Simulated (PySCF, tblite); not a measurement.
# CH₄ClSi radical, a cluster model of a defect (Si site with back bonds C, Cl, [H]): EPR parameters

What EPR parameters should one expect for `C[SiH]Cl`? It is drawn as: dangling bond.

Programs: tblite 0.8.0 and PySCF 2.14.0. All values are calculated, for the isolated system unless a continuum is named. Atoms count from 0, parts from 1.

## (1) Starting point

7 atoms, charge 0, multiplicity 2; geometry: distance geometry start.

## (2) Geometry optimisation with GFN2-xTB

Job settings and geometry (Å):

```
{"job": {"kind": "relax", "xc": "GFN2-xTB", "basis": "xTB"}, "charge": 0, "multiplicity": 2}
Si     0.936173     0.093656     0.576017
C     -0.624124     0.723327    -0.132401
Cl     1.782407    -1.618017    -0.362977
H      1.866138     1.087126     1.007530
H     -1.365083    -0.041654    -0.051315
H     -0.509703     0.949582    -1.154500
H     -0.944778     1.575408     0.386843
```

Level: GFN2-xTB geometry optimisation, gas phase.

On the command line:

```
OMP_NUM_THREADS=1 python cluster_run.py task.json out
```

The driver reads the jobs from task.json and runs them one after another.

Standard output:

```text
step      E/eV     max force
  0    -283.76042    2.436
  1    -283.89305    1.331
  2    -283.95806    0.514
  3    -283.96802    0.501
  4    -283.99546    0.498
  5    -284.00566    0.364
  6    -284.01205    0.277
  7    -284.01675    0.248
  8    -284.02290    0.248
  9    -284.02789    0.233
 10    -284.03002    0.143
 11    -284.03081    0.121
 12    -284.03167    0.105
 13    -284.03263    0.096
 14    -284.03327    0.066
 15    -284.03349    0.032
 16    -284.03355    0.034
 17    -284.03362    0.032
 18    -284.03372    0.034
 19    -284.03384    0.032
 20    -284.03395    0.030
 21    -284.03403    0.028
 22    -284.03410    0.027
 23    -284.03417    0.024
 24    -284.03422    0.020
 25    -284.03426    0.023
 26    -284.03429    0.022
 27    -284.03432    0.014
 28    -284.03433    0.012
 29    -284.03435    0.012
 30    -284.03437    0.019
 31    -284.03439    0.022
 32    -284.03441    0.016
 33    -284.03444    0.016
 34    -284.03447    0.019
 35    -284.03452    0.031
 36    -284.03460    0.042
 37    -284.03468    0.033
 38    -284.03472    0.016
 39    -284.03473    0.015
 40    -284.03475    0.015
 41    -284.03479    0.032
 42    -284.03488    0.052
 43    -284.03503    0.061
 44    -284.03517    0.044
 45    -284.03525    0.013
 46    -284.03527    0.004
```

Wall time 0.85 s (1 thread of Arm Neoverse N1, shared host).

Step by step: (not every step is listed)

```
step  energy from step 0 (eV)  largest force (eV/Å)
   0                   0.0000                2.4362
   1                  -0.1326                1.3313
   2                  -0.1976                0.5135
   3                  -0.2076                0.5002
   4                  -0.2350                0.4981
   5                  -0.2452                0.3640
   6                  -0.2516                0.2767
   7                  -0.2563                0.2487
   8                  -0.2625                0.2481
  11                  -0.2704                0.1202
  14                  -0.2729                0.0658
  17                  -0.2732                0.0313
  20                  -0.2735                0.0302
  23                  -0.2738                0.0235
  26                  -0.2739                0.0224
  29                  -0.2739                0.0122
  32                  -0.2740                0.0162
  35                  -0.2741                0.0315
  38                  -0.2743                0.0163
  41                  -0.2744                0.0322
  42                  -0.2745                0.0519
  43                  -0.2746                0.0599
  44                  -0.2747                0.0441
  45                  -0.2748                0.0133
  46                  -0.2749                0.0041
```

Close pairs (by a distance rule), those that changed most:

```
   bond  before (Å)  after (Å)  change (Å)
Si0–Cl2       2.128      2.039      -0.089
 Si0–C1       1.826      1.898      +0.072
  C1–H6       1.048      1.085      +0.037
  C1–H5       1.053      1.089      +0.036
 Si0–H3       1.428      1.459      +0.032
  C1–H4       1.068      1.087      +0.019
```

## (3) Relaxing the molecule at PBE0-D3(BJ)/def2-SVP

Job settings and geometry (Å):

```
{"job": {"xc": "PBE0", "basis": "def2-SVP", "d3": "d3bj", "grid": 2, "kind": "geom", "shake": 0.01}, "charge": 0, "multiplicity": 2}
Si     0.801937    -0.367670     0.694475
C     -0.801028     0.290315    -0.153509
Cl     1.522053    -1.912323    -0.376781
H      1.855933     0.674588     0.814840
H     -1.570986    -0.474872    -0.199640
H     -0.586784     0.604702    -1.177730
H     -1.190507     1.151256     0.375498
```

Standard output:

```text
step   0  E = -789.62406624  max force = 0.027189
step   1  E = -789.62696047  max force = 0.004500
step   2  E = -789.62710243  max force = 0.002358
step   3  E = -789.62713388  max force = 0.000621
step   4  E = -789.62713525  max force = 0.000096
optimisation converged
```

It took 27 s on 1 thread of Arm Neoverse N1, shared host; peak memory 0.36 GiB.

Step by step:

```csv
step,energy from step 0 (eV),largest force component (eV/Å)
0,0.0000,1.3981
1,-0.0788,0.2314
2,-0.0826,0.1213
3,-0.0835,0.0319
4,-0.0835,0.0049
```

Close pairs (by a distance rule), those that changed most:

| bond | before (Å) | after (Å) | change (Å) |
| --- | --- | --- | --- |
| Si0–Cl2 | 2.013 | 2.081 | +0.068 |
| Si0–C1 | 1.929 | 1.875 | -0.054 |
| C1–H6 | 1.083 | 1.101 | +0.018 |
| C1–H4 | 1.086 | 1.100 | +0.013 |
| Si0–H3 | 1.487 | 1.499 | +0.012 |
| C1–H5 | 1.093 | 1.102 | +0.010 |

The final coordinates are the input of the step that follows.

```csv
at the end point,value
point group (found at 0.08 Å tolerance),C1
"rotational constants (GHz, main isotopes)","17.789, 3.882, 3.309"
dipole moment (D),1.91
⟨S²⟩,0.752
```

## (4) EPR parameters: B3LYP/IGLO-III+pcH-1

Job settings and geometry (Å):

```
{"job": {"kind": "epr"}, "charge": 0, "multiplicity": 2}
Si     0.761258    -0.379851     0.596739
C     -0.764019     0.308885    -0.249300
Cl     1.503534    -1.973842    -0.515499
H      1.847028     0.648450     0.695877
H     -1.558447    -0.449380    -0.308247
H     -0.513846     0.631977    -1.273161
H     -1.147139     1.176700     0.309863
```

With the program's defaults for keys left out, this is: UKS B3LYP, IGLO-III on C Cl Si, pcH-1 on H, non-relativistic, mean-field spin-orbit, GIAO.

Standard output:

```text
UKS, coarse grid
  cycle   1  E = -790.24127724  |g| = 3.08e-01
  cycle   2  E = -790.21885810  |g| = 3.59e-01
  cycle   3  E = -790.28412969  |g| = 3.44e-02
  cycle   4  E = -790.28462616  |g| = 9.28e-03
  cycle   5  E = -790.28466660  |g| = 3.08e-03
  cycle   6  E = -790.28467152  |g| = 5.63e-04
UKS, final grid
  cycle   1  E = -790.28467878  |g| = 5.90e-04
  cycle   2  E = -790.28467865  |g| = 7.76e-04
  cycle   3  E = -790.28467896  |g| = 5.73e-05
  cycle   4  E = -790.28467896  |g| = 1.79e-05
E = -790.28467896 Eh   <S^2> = 0.7514 (exact 0.7500)
g shifts (ppm)      1          2          3
  rmc          -159       -159       -159
  gc             13         61         59
  oz_so         -83       3288       5672
  total        -229       3190       5572
hyperfine (MHz)  atom isotope    a_iso     a_fc   dipolar eigenvalues
    0  29Si    -648.62    -649.56   -154.58     76.54     78.04
    1   13C      39.75      39.71     -5.90     -5.29     11.19
    2  35Cl      17.65      17.37    -18.73    -17.32     36.04
    3    1H     109.87     109.84     -7.72     -0.28      8.00
    4    1H       3.30       3.29     -4.91     -2.67      7.57
    5    1H      56.93      56.93     -4.47      0.32      4.15
    6    1H      -3.52      -3.53     -4.69     -2.03      6.72
```

It took 25 s on 1 thread of Arm Neoverse N1, shared host; peak memory 0.55 GiB.

Principal g values 2.00209, 2.00551, 2.00789; g(iso) = 2.00516, against 2.00232 for a free electron.

Hyperfine couplings, nucleus by nucleus at this fixed geometry (no averaging over rotations):

```csv
nuclei,isotope,a(iso) (MHz),"a(iso) (G, at g = 2.0023)",largest dipolar term (MHz)
Si0,29Si,-648.6,-231.4,-154.6
H3,1H,109.9,39.2,8.0
H5,1H,56.9,20.3,-4.5
C1,13C,39.8,14.2,11.2
Cl2,35Cl,17.6,6.3,36.0
H6,1H,-3.5,-1.3,6.7
H4,1H,3.3,1.2,7.6
```

Mulliken spin populations:

```
atom  value (e)
 Si0       0.83
  C1       0.02
 Cl2       0.07
  H3       0.05
  H4       0.00
  H5       0.03
  H6       0.00
```

In first order the couplings over 0.8 MHz of 1H, 35Cl give 64 distinct lines over 80.9 G.

## (5) EPR parameters: BHandHLYP/IGLO-III+pcH-1

Same as in step 4 but for these lines:

```diff
@@ -1,2 +1,2 @@
-{"job": {"kind": "epr"}, "charge": 0, "multiplicity": 2}
+{"job": {"kind": "epr", "xc": "BHandHLYP"}, "charge": 0, "multiplicity": 2}
 Si     0.761258    -0.379851     0.596739
```

With the program's defaults for keys left out, this is: UKS BHandHLYP, IGLO-III on C Cl Si, pcH-1 on H, non-relativistic, mean-field spin-orbit, GIAO.

Standard output:

```text
UKS, coarse grid
  cycle   1  E = -790.18351048  |g| = 2.36e-01
  cycle   2  E = -790.19910609  |g| = 1.81e-01
  cycle   3  E = -790.21501042  |g| = 2.55e-02
  cycle   4  E = -790.21540954  |g| = 5.56e-03
  cycle   5  E = -790.21545310  |g| = 1.89e-03
  cycle   6  E = -790.21545710  |g| = 6.50e-04
UKS, final grid
  cycle   1  E = -790.21546162  |g| = 3.88e-04
  cycle   2  E = -790.21546175  |g| = 2.58e-04
  cycle   3  E = -790.21546179  |g| = 8.69e-05
  cycle   4  E = -790.21546181  |g| = 4.06e-05
  cycle   5  E = -790.21546181  |g| = 5.80e-06
E = -790.21546181 Eh   <S^2> = 0.7521 (exact 0.7500)
g shifts (ppm)      1          2          3
  rmc          -159       -159       -159
  gc             13         60         59
  oz_so         -70       2672       4835
  total        -216       2572       4734
hyperfine (MHz)  atom isotope    a_iso     a_fc   dipolar eigenvalues
    0  29Si    -685.28    -686.24   -158.58     78.14     80.44
    1   13C      41.60      41.56     -5.86     -5.13     10.99
    2  35Cl      21.11      20.89    -17.76    -16.22     33.98
    3    1H     111.97     111.95     -7.59     -0.16      7.75
    4    1H       2.18       2.17     -4.93     -2.71      7.64
    5    1H      55.42      55.42     -4.39      0.40      3.99
    6    1H      -3.94      -3.94     -4.71     -2.12      6.83
```

Wall time 27 s (1 thread of Arm Neoverse N1, shared host); peak memory 0.52 GiB.

In short: g(iso) 2.00468.

## (6) Comparing the runs: EPR parameters

g, ⟨S²⟩ and isotropic hyperfine couplings (MHz), with basis size and wall time:

| run | g(iso) | ⟨S²⟩ | 29Si Si0 | 1H H3 | 1H H5 | 13C C1 | 35Cl Cl2 | functions | time |
| --- | --- | --- | --- | --- | --- | --- | --- | --- | --- |
| B3LYP/IGLO-III+pcH-1 | 2.00516 | 0.751 | -648.6 | 109.9 | 56.9 | 39.8 | 17.6 | 163 | 25 s |
| BHandHLYP/IGLO-III+pcH-1 | 2.00468 | 0.752 | -685.3 | 112.0 | 55.4 | 41.6 | 21.1 | 163 | 27 s |

## (7) Outcome

```
                            quantity                    value
                         point group                       C1
rotational constants (main isotopes)    17.79, 3.88, 3.31 GHz
                      g(iso) (B3LYP)                  2.00516
                                ⟨S²⟩       0.751 (exact 0.75)
                      largest a(iso)  29Si on Si0, -648.6 MHz
```

**Reading.** Relaxing lowered the energy by 0.084 eV in 4 steps; the close pair that moved most is Si0–Cl2, from 2.013 to 2.081 Å (PBE0/def2-SVP). Si0 carries the largest spin population, 0.83 e. The isotropic g lies 2.8 ppt above the free-electron value. The coupling of 29Si on Si0 runs from -685.3 (BHandHLYP/IGLO-III+pcH-1) to -648.6 MHz (B3LYP/IGLO-III+pcH-1).
